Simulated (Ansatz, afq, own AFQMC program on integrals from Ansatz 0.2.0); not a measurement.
# Where AFQMC and coupled cluster stand for HfC⁺, sextet

```xyz
2

Hf    0.0000    0.0000    0.0000
C     0.0000    0.0000    2.0906
```

Basis def2-SVP with its core potentials. Noble-gas cores (and the filled d shells of Ga–Kr and In–Xe) are frozen. Ansatz 0.2.0 and our own AFQMC program on the same integrals; the CISD trial comes from CCSD amplitudes, and released means the phaseless constraint is let go. Uncertainties: one standard error, sampling alone. No spin–orbit coupling. The metal's outer-core s and p shells are frozen, which shifts wave-function levels against functionals.

Determinant: ROHF, the one that the program's search chose, which needn't be the lowest solution. The geometry is a PBE0/def2-TZVP stationary point of this or a neighbouring charge and spin state.

No full CI on the walks' own integrals is used here; CCSDT(Q) serves as the reference and is uncertain by about the last step of the cluster series.

Cautions: no spin-orbit coupling; outer-core shells of the metal frozen; another spin lies lower; the released energies are still falling, so no released level is given (meV from the phaseless value at times in 1/Eh: -5 ± 11 at 0.24, -17 ± 9 at 0.51, -19 ± 9 at 0.99, -33 ± 10 at 1.62, -54 ± 12 at 2.40), though the last usable value meets CCSDT(Q) within the noise; the ph-AFQMC/HF walk drifts between its halves (2.4 errors); CCSDT(Q) on the UHF determinant differs (67 meV lower), by its state or its frozen core.

```
T1 diagnostic                               : 0.0354
weight of the determinant in the CISD state : 0.921
size of the correlated space                : 7 electrons in 41 orbitals
```

```json
{"level": "MP2", "correlation energy (eV)": "-2.3605"}
{"level": "CCSD", "correlation energy (eV)": "-2.8885"}
{"level": "CCSD(T)", "correlation energy (eV)": "-3.0076"}
```

Question: Estimate where phaseless AFQMC with a CISD trial lies against CCSD(T) on the same integrals.

Answer: 0.22 ± 0.24 kcal/mol above CCSD(T). The gap is under twice the noise, so this walk alone can't tell the two apart.

Reference: CCSDT(Q), correlation energy -3.038 eV.

```tsv
level	E − E(reference) (kcal/mol)	share of correlation (%)
CCSD(T)	0.70	99.00
CCSDT	0.09	99.87
ph-AFQMC/HF	2.07 ± 1.04	97.04
ph-AFQMC/CISD	0.92 ± 0.24	98.68
```

A walk keeps the symmetry of its determinant, which the program's search chose and which needn't be the lowest solution, so a lower state of the same spin and another symmetry isn't excluded.
